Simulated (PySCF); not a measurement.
Shifts of the heteroatoms

Atoms are numbered as in `[CH3:1][CH2:2][NH2:3]`. Each H is labelled by its parent atom.

Gas phase, non-relativistic Hamiltonian, a single conformation, one averaged value for each set of equivalent atoms. σ from GIAO-PBE0/pcSseg-1; PBE0-D3(BJ)/def2-SVP geometry; J couplings at B3LYP/pcJ-1 (spin–dipole term only in couplings to heteroatoms); PySCF 2.14.

Q: Where does $^{15}$N resonate?

A: 
| atoms | environment | σ (ppm) | δ (ppm) |
| --- | --- | --- | --- |
| N3 | amine nitrogen | 225.4 | -356.9 |

Shieldings were converted by a linear fit to measured shifts: $^{15}$N (scatter 7.2 ppm rms vs CH3NO2, solution or neat liquid). Occasional misses reach two or three times the rms, and more in compound classes unlike the fitted ones. Couplings are scaled by factors fitted to measured values: $^{2}J$(H,H) × 0.91 (rms 0.6 Hz), $^{3}J$(H,H) × 0.91 (rms 0.4 Hz, 0.5 with 2 outliers); all others are unscaled and can be 10–30 % off.

Couplings (the largest are listed; each averaged over equivalent pairs): $^{1}J$(C2,N3) = -4.5 Hz, $^{2}J$(C1,N3) = -4.5 Hz, $^{2}J$(N3,H(C2)) = -1.6 Hz, $^{3}J$(N3,H(C1)) = -4.1 Hz. Signs are for $^{15}$N, whose magnetogyric ratio is negative.

On a 500 MHz spectrometer $^{15}$N resonates near 50.7 MHz, so 1 ppm is 50.7 Hz.
